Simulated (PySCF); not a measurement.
B₂⁺: one state, many levels of theory

State: ²Σg⁺ (doublet), unpaired electrons σ ↑. Set-up: B 6-31G(d,p); no relativity (PySCF 2.14). De refers to B⁺ + B in their high-spin ground configurations, without counterpoise correction. The functionals are run spin-unrestricted.

| Level | Re (Å) | ωe (cm⁻¹) | De (eV) | CPU s a point (SCF and correlation, without the integrals) |
| --- | --- | --- | --- | --- |
| ROHF | 2.218 | 349 | 1.52 | 0.024 |
| ROHF-MP2 | 2.134 | 455 | 1.99 | 0.037 |
| ROHF-SCS-MP2 | 2.145 | 448 | 1.95 | n/a |
| ROHF-CCSD | 2.169 | 412 | 1.88 | n/a |
| ROHF-CCSD(T) | 2.153 | 425 | 1.95 | 0.37 |
| PBE | 2.194 | 380 | 2.68 | 0.31 |
| PBEsol | 2.186 | 392 | 2.74 | 0.19 |
| r²SCAN | 2.183 | 391 | 2.55 | 0.34 |
| PBE0 | 2.175 | 403 | 2.50 | 0.42 |
| MN15 | 2.205 | 348 | 2.30 | 0.36 |
| BHandHLYP | 2.162 | 407 | 2.28 | 0.19 |
| ωB97X | 2.179 | 409 | 2.32 | 0.25 |

Problem. Which functional lies closest to ROHF-CCSD(T) in De, which farthest, and by how much do they differ from it?

Solution. Closest is BHandHLYP (+0.9 pm in Re, -4.2 % in ωe, +0.33 eV in De against ROHF-CCSD(T) in the same basis), farthest PBEsol (+3.3 pm in Re, -7.8 % in ωe, +0.79 eV in De). CCSD(T) converges more slowly with the basis than the functionals do and binds too weakly in this one, so the order can change at the basis-set limit.

Problem. What does a quarter of exact exchange do here, going from PBE to PBE0?

Solution. PBE0 less PBE: -1.9 pm in Re, +6.1 % in ωe, -0.18 eV in De. Exact exchange removes part of the self-interaction that spreads semilocal densities, and in most molecules shortens and stiffens the bond and lowers De; so it does here.

Problem. What does the step from GGA to meta-GGA do here, going from PBE to r²SCAN?

Solution. r²SCAN less PBE: -1.1 pm in Re, +2.9 % in ωe, -0.13 eV in De. 

Correlated steps freeze 2 core orbitals. Correlated levels converge slowly with the basis: in double zeta they bind strong bonds too weakly, by up to about 1 eV, and carry superposition errors of some tenths. The state is the lowest determinant that a PBE0 search found; another state may lie lower at other levels.

The whole job (state search and all levels along the bond) took about 0.8 min on 1 thread of Intel Xeon Platinum 8375C @ 2.90GHz (shared host), peak memory 0.34 GiB.
